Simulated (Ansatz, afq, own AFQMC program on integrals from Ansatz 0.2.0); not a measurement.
Where AFQMC and coupled cluster stand for Ge2, triplet

```xyz
2

Ge    0.0000    0.0000    0.0000
Ge    0.0000    0.0000    2.3831
```

Basis cc-pVTZ. Only valence electrons are correlated. AFQMC by an in-house program on the Cholesky factors that Ansatz 0.2.0 writes for its CCSD(T) run. ph-AFQMC/CISD is guided by a CISD state made of CCSD amplitudes; releasing the constraint for a short imaginary time cuts its bias at the price of noise, slowly where states lie close. Free projection: walkers drawn from exp(T), propagated without any constraint. Its projection time is finite, and what remains of the start isn't in its error. Error bars are statistical, one sigma. No spin–orbit coupling.

Determinant: ROHF, the one that the program's search chose, which needn't be the lowest solution. The geometry is a PBE0/def2-TZVP stationary point of this or a neighbouring charge and spin state.

No full CI on the walks' own integrals is used here; CCSDT(Q) serves as the reference and is uncertain by about the last step of the cluster series.

Cautions: no relativity below Rb; no spin-orbit coupling; inner d shell frozen; the released energies have errors that jump between times, so the bars are unsure, so no released level is given (meV from the phaseless value at times in 1/Eh: -5.6 ± 1.9 at 0.24, 4 ± 17 at 0.51, -27.2 ± 1.8 at 0.99, 159 ± 175 at 1.62, -53 ± 17 at 2.40).

```
T1 diagnostic                               : 0.0191
weight of the determinant in the CISD state : 0.865
size of the correlated space                : 8 electrons in 58 orbitals
```

```
  level  correlation energy (eV)
    MP2                  -4.0643
   CCSD                  -4.7532
CCSD(T)                  -5.0212
```

(1) Estimate where phaseless AFQMC with a CISD trial lies against CCSD(T) on the same integrals.

(1) 8.1 ± 2.2 meV below CCSD(T).

Reference: CCSDT(Q), correlation energy -5.080 eV.

```csv
level,E − E(reference) (meV),share of correlation (%)
CCSD(T),59.3,98.83
CCSDT,19.4,99.62
ph-AFQMC/HF,169.7 ± 22.8,96.66
ph-AFQMC/CISD,51.2 ± 2.2,98.99
free AFQMC,5.2 ± 5.4,99.90
```

Free projections are given only where their last times agree within the noise and don't stop above the reference; a slow remainder of the start can still hide under it. A walk keeps the symmetry of its determinant, which the program's search chose and which needn't be the lowest solution, so a lower state of the same spin and another symmetry isn't excluded.
